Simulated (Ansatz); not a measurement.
Task: a rigid torsion scan of C2H5Si, SMILES [CH]=C[SiH3], with Ansatz 0.2.0, Python API. Give the script and its output. Settings (for the species named): B3LYP, def2-SVP basis, multiplicity 2.

```tsv
atom	x (Å)	y (Å)	z (Å)
C	-0.8714	0.2742	-1.3863
C	-0.2319	0.7178	-0.3754
Si	0.4687	-0.4648	0.7756
H	-1.4146	0.0037	-2.2438
H	-0.0643	1.7666	-0.2027
H	1.2315	0.2818	1.8530
H	1.4883	-1.3604	0.1005
H	-0.5142	-1.2760	1.4234
```

`c2h5si.py`
```python
import ansatz as az
from ase import Atoms

BASIS = "def2-SVP"
FUNCTIONAL = "b3lyp"
FORCE_TOL = 0.02

atoms = Atoms(["C", "C", "Si", "H", "H", "H", "H", "H"], positions=[
    (-0.8714, 0.2742, -1.3863),
    (-0.2319, 0.7178, -0.3754),
    (0.4687, -0.4648, 0.7756),
    (-1.4146, 0.0037, -2.2438),
    (-0.0643, 1.7666, -0.2027),
    (1.2315, 0.2818, 1.853),
    (1.4883, -1.3604, 0.1005),
    (-0.5142, -1.276, 1.4234),
])

first = az.Crystal.molecule_from_ase(atoms).calculation()
first = first.basis(gaussian=BASIS)
first = first.functional(FUNCTIONAL)
first = first.spin("collinear", total=1)
first = first.relax(force_tolerance=FORCE_TOL, max_steps=80)
atoms.positions = first.run(threads=1, backend="cpu").report["positions_ang"]

start = atoms.get_dihedral(5, 2, 1, 0)
energies = {}
for turn in range(0, 360, 30):
    turned = atoms.copy()
    turned.set_dihedral(5, 2, 1, 0, start + turn, indices=[0, 1, 3, 4])
    calculation = (
        az.Crystal.molecule_from_ase(turned).calculation()
        .basis(gaussian=BASIS)
        .functional(FUNCTIONAL)
        .spin("collinear", total=1)
    )
    energies[round((start + turn) % 360)] = calculation.run(threads=1, backend="cpu").report["free_energy_ev"]
floor = min(energies.values())
print("dihedral H5-Si2-C1-C0 (deg)   E - E(min) (kcal/mol)")
for angle, e in sorted(energies.items()):
    print(f"{angle:8d} {23.060548 * (e - floor):14.3f}  " + "#" * int(30 * (e - floor) / max(max(energies.values()) - floor, 1e-9)))
```

```console
$ python c2h5si.py
dihedral H5-Si2-C1-C0 (deg)   E - E(min) (kcal/mol)
      29          0.439  ##############
      59          0.918  #############################
      89          0.485  ###############
     119          0.006
     149          0.388  ############
     179          0.825  ##########################
     209          0.423  #############
     239          0.007
     269          0.453  ##############
     299          0.921  ##############################
     329          0.475  ###############
     359          0.000
```

The scan is rigid and the energies are electronic, in a modest basis. With rigid groups the curve can differ much from the relaxed path, the start wasn't checked as a minimum of this torsion, and equivalent turns needn't return to the same energy. The species is open-shell (spin multiplicity 2). b3lyp holds the VWN-RPA fit, as in Gaussian; the form of ORCA and Turbomole is b3lyp5. Hardware and time: 67 s on 1 thread of Arm Neoverse V1 (shared host), peak memory 0.24 GiB.
